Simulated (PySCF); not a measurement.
## Dipole moment and polarisability across levels of theory

Phosphorus pentafluoride, PF5.
SMILES: `FP(F)(F)(F)F`

PySCF, dipoles from the SCF density, polarisabilities from static response with core orbitals frozen. Geometry: PBE0-D3(BJ)/def2-SVP; no solvent, vibrations or thermal averaging.

Q: How do dipole and polarisability depend on functional and basis here?

A: 

```json
{"level": "BHandHLYP/def2-SVPD", "α (Å³)": "3.70", "error (%)": "+1.3", "anisotropy (Å³)": "0.13"}
{"level": "CAM-B3LYP/def2-SVPD", "α (Å³)": "3.93", "error (%)": "+7.7", "anisotropy (Å³)": "0.14"}
{"level": "wB97X-D/def2-SVPD", "α (Å³)": "3.92", "error (%)": "+7.5", "anisotropy (Å³)": "0.14"}
{"level": "LC-wPBE/def2-SVPD", "α (Å³)": "3.94", "error (%)": "+7.9", "anisotropy (Å³)": "0.14"}
{"level": "PBE0/6-31G*", "α (Å³)": "2.92", "error (%)": "-19.9", "anisotropy (Å³)": "0.10"}
{"level": "PBE0/def2-SVP", "α (Å³)": "2.68", "error (%)": "-26.6", "anisotropy (Å³)": "0.08"}
```

Reference polarisability: 3.650 Å³ (measured, gas; NIST CCCBDB Release 22 (SRD 101), experimental polarizabilities). The anisotropy is √(½[(α1 − α2)² + (α2 − α3)² + (α3 − α1)²]). For the polarisability, the smallest error is 1.3% (BHandHLYP/def2-SVPD) and the largest 26.6% (PBE0/def2-SVP). The dipole stays under 0.05 D at every level. In one basis (def2-SVPD) the functionals order the polarisability from BHandHLYP (lowest) to LC-wPBE (highest), a spread of 6%. Measured values can belong to vibrating molecules; the computed ones are for one fixed geometry.
